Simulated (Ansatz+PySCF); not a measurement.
The numbers below are computed, except where a source is named.
Input for Ansatz (development build ahead of 0.2.0):

```yaml
crystal:
  periodic: [false, false, false]
  atoms:
    - { symbol: C, position_ang: [-1.39498, -0.44966, 0.0007] }
    - { symbol: C, position_ang: [-0.43575, 0.71406, 0.00203] }
    - { symbol: "N", position_ang: [1.92757, -0.37835, 0.00304] }
    - { symbol: H, position_ang: [-1.20009, -1.12095, -0.83569] }
    - { symbol: H, position_ang: [-1.3221, -1.02788, 0.92177] }
    - { symbol: H, position_ang: [-2.42871, -0.10535, -0.08933] }
    - { symbol: H, position_ang: [-0.41769, 1.30848, -0.9072] }
    - { symbol: H, position_ang: [-0.44113, 1.32909, 0.89747] }
    - { symbol: H, position_ang: [0.8285, 0.18059, -0.02856] }
    - { symbol: H, position_ang: [2.47259, 0.49807, 0.00391] }
basis:
  gaussian: { orbitals: cc-pVTZ }
magnetization:
  spin_polarized: true
  initial_magnetization: 2
hamiltonian:
  xc: hf
correlation:
  method: mp2
  frozen_orbitals: { C: 1, H: 0, "N": 1 }
```

The input is written out in the form of the current development build from the run's settings.

Results

| Quantity | Value |
| --- | --- |
| Converged | yes |
| Reference energy | -134.18041 hartree |
| Correlation energy | -0.53150 hartree |
| Total energy | -134.71191 hartree |
| Spin squared of the determinant | 2.059 |
| Stability test | minimum |
